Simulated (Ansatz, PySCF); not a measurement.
This Ansatz (a program for electronic structure) input computes a BLYP/def2-TZVPD energy:

Ansatz 0.2 input:
```yaml
crystal:
  periodic: [false, false, false]
  atoms:
    - {symbol: C, position_ang: [0.22577584, 0.13547594, 1.40749977]}
    - {symbol: C, position_ang: [0.00742734, 0.07963315, 0.04508769]}
    - {symbol: H, position_ang: [0.38119463, 1.08236846, 1.90771855]}
    - {symbol: H, position_ang: [0.24731876, -0.75949738, 2.01389750]}
    - {symbol: C, position_ang: [-0.02844852, 1.23028516, -0.72802239]}
    - {symbol: H, position_ang: [0.12134138, 2.20489305, -0.28305230]}
    - {symbol: H, position_ang: [-0.20684708, 1.18897693, -1.79400529]}
    - {symbol: C, position_ang: [-0.18199788, -1.26143177, -0.62813139]}
    - {symbol: H, position_ang: [-0.36837223, -2.04988441, 0.10038942]}
    - {symbol: H, position_ang: [-1.02040204, -1.23565840, -1.32585567]}
    - {symbol: H, position_ang: [0.70922577, -1.53497315, -1.19769435]}
basis:
  gaussian:
    orbitals: def2-TZVPD
hamiltonian:
  xc: {name: BLYP}
magnetization: {spin_polarized: true, initial_magnetization: 1}
output: {forces: true}
```

**Question.** Write an input for the same energy in PySCF and say what it gives.

**Answer.** 
```python
from pyscf import gto, scf, dft

mol = gto.M(
    atom='''
    C     0.22577584    0.13547594    1.40749977
    C     0.00742734    0.07963315    0.04508769
    H     0.38119463    1.08236846    1.90771855
    H     0.24731876   -0.75949738    2.01389750
    C    -0.02844852    1.23028516   -0.72802239
    H     0.12134138    2.20489305   -0.28305230
    H    -0.20684708    1.18897693   -1.79400529
    C    -0.18199788   -1.26143177   -0.62813139
    H    -0.36837223   -2.04988441    0.10038942
    H    -1.02040204   -1.23565840   -1.32585567
    H     0.70922577   -1.53497315   -1.19769435
    ''',
    basis='def2-tzvpd',
    charge=0,
    spin=1,
    verbose=4,
)

mf = dft.UKS(mol, xc='blyp').density_fit(auxbasis='def2-universal-jkfit')
mf.grids.level = 3
mf.conv_tol = 1e-9
mf.max_cycle = 100
mf.max_memory = 1500
mf.kernel()
if not mf.converged:
    mf = mf.newton()
    mf.kernel(mf.make_rdm1())
for _ in range(2):
    mo, _, stable, _ = mf.stability(return_status=True)
    if stable:
        break
    mf.kernel(mf.make_rdm1(mo, mf.mo_occ))
mf.analyze()
```
It gives -156.54750 Eh, and Ansatz -156.54736 Eh, a difference of 0.14 mEh, from the treatment of integrals and grids.

It need not be the lowest isomer of its formula.
